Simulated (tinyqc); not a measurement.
Worked calculation: UHF in the sto-3g basis, for H2O+, spin multiplicity 2. This run ends on a higher stationary point, not on the lowest solution. Computed by tinyqc, a small Python program that keeps every step (integrals from PySCF). Settings: charge = 1, multiplicity = 2, basis = sto-3g, energy threshold = 1e-09, iteration cap = 75, orthogonalisation = symmetric, start = highest core orbitals, DIIS depth = 0, method = UHF. Command: `OMP_NUM_THREADS=1 python tinyqc.py 31255 31256 out.jsonl` (the two numbers bound the seeds that draw the settings). One thread of a shared host (Intel(R) Xeon(R) Processor @ 2.60GHz), about 0.1 s of CPU time with the checks.

Geometry (angstrom):
```
atom         x          y         z
O     0.000000   0.000000  0.000000
H     0.000000   1.014000  0.622000
H     0.000000  -1.030000  0.632000
```

Stop when the energy changes by less than 1e-09 hartree and every element of the error matrix X^T (F D S - S D F) X (for each spin) is below 9e-06.

Course of the cycle:
```
iteration   E (hartree)     change  largest element of the error matrix
1          -26.35416654          -                             1.67e-01
2          -73.80000469  -4.74e+01                             2.33e-01
3          -74.37720280  -5.77e-01                             5.93e-02
4          -74.38960130  -1.24e-02                             1.61e-02
5          -74.39192095  -2.32e-03                             1.31e-02
6          -74.39326154  -1.34e-03                             1.03e-02
7          -74.39409326  -8.32e-04                             8.11e-03
8          -74.39461714  -5.24e-04                             6.48e-03
9          -74.39495102  -3.34e-04                             5.24e-03
10         -74.39517200  -2.21e-04                             4.32e-03
11         -74.39533452  -1.63e-04                             3.70e-03
12         -74.39548246  -1.48e-04                             4.39e-03
13         -74.39566005  -1.78e-04                             5.84e-03
14         -74.39592436  -2.64e-04                             7.77e-03
...                 ...        ...                                  ...
53         -74.55951343  -2.01e-07                             1.21e-04
54         -74.55951357  -1.33e-07                             9.82e-05
55         -74.55951365  -8.73e-08                             7.95e-05
56         -74.55951371  -5.74e-08                             6.44e-05
57         -74.55951375  -3.78e-08                             5.21e-05
58         -74.55951377  -2.49e-08                             4.22e-05
59         -74.55951379  -1.64e-08                             3.42e-05
60         -74.55951380  -1.08e-08                             2.77e-05
61         -74.55951381  -7.10e-09                             2.25e-05
62         -74.55951381  -4.68e-09                             1.82e-05
63         -74.55951382  -3.08e-09                             1.48e-05
64         -74.55951382  -2.03e-09                             1.20e-05
65         -74.55951382  -1.33e-09                             9.73e-06
66         -74.55951382  -8.79e-10                             7.89e-06
```

Can the last value be used, and what does the course show?

No, though the log alone does not show it. Converged in 66 iterations. But the solution lies 0.06968 hartree above the reference: it is another stationary point, not the lowest one. Reruns (cap 100 unless said): DIIS 8: converged in 22 to a higher stationary point; damping 0.5: not converged; level shift 0.5: not converged; atomic densities as start, DIIS 8: converged in 12. PySCF UHF in the same basis, after a stability check = -74.62919632 hartree.
